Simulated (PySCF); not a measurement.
Gas-phase reaction: AlH₂Cl + 2 CH₂ = Al(CH₃)₂Cl

Energies from PySCF, thermal terms from the rigid-rotor harmonic-oscillator model, ideal gas at 1 bar. † marks an energy on the PBE0/def2-TZVP geometry and frequencies; other levels use their own. Open shells (unrestricted): CH₂ (multiplicity 3); the rest are closed-shell singlets. Methyl groups turn as free rotors in Al(CH₃)₂Cl. AlH₂Cl, Al(CH₃)₂Cl: computed as isolated molecules; such fragments, hydroxides, amides, oligomers or adducts are transient or little studied in the gas. The harmonic model lacks anharmonicity and excited electronic states, which grow with temperature; levels with a mode under 35 cm⁻¹ are left out.

```json
[
 {"level": "M06-2X/def2-TZVP†", "ΔE electronic, kJ": "-962", "ΔH°(298 K), kJ": "-912", "ΔS°(298 K), J/K": "-298", "ΔG°(2000 K), kJ": "-306"},
 {"level": "PBE/def2-SVP", "ΔE electronic, kJ": "-977", "ΔH°(298 K), kJ": "-930", "ΔS°(298 K), J/K": "-298", "ΔG°(2000 K), kJ": "-327"},
 {"level": "PBE/def2-TZVP†", "ΔE electronic, kJ": "-971", "ΔH°(298 K), kJ": "-921", "ΔS°(298 K), J/K": "-298", "ΔG°(2000 K), kJ": "-316"},
 {"level": "PBE0/def2-QZVP†", "ΔE electronic, kJ": "-955", "ΔH°(298 K), kJ": "-905", "ΔS°(298 K), J/K": "-298", "ΔG°(2000 K), kJ": "-299"},
 {"level": "r2SCAN/def2-TZVP†", "ΔE electronic, kJ": "-926", "ΔH°(298 K), kJ": "-876", "ΔS°(298 K), J/K": "-298", "ΔG°(2000 K), kJ": "-270"},
 {"level": "LDA/def2-TZVP†", "ΔE electronic, kJ": "-1109", "ΔH°(298 K), kJ": "-1060", "ΔS°(298 K), J/K": "-298", "ΔG°(2000 K), kJ": "-454"},
 {"level": "ωB97X-V/def2-TZVP†", "ΔE electronic, kJ": "-982", "ΔH°(298 K), kJ": "-933", "ΔS°(298 K), J/K": "-298", "ΔG°(2000 K), kJ": "-327"}
]
```
ΔH° is lowest at LDA/def2-TZVP† and highest at r2SCAN/def2-TZVP†. No reference value is set beside these.
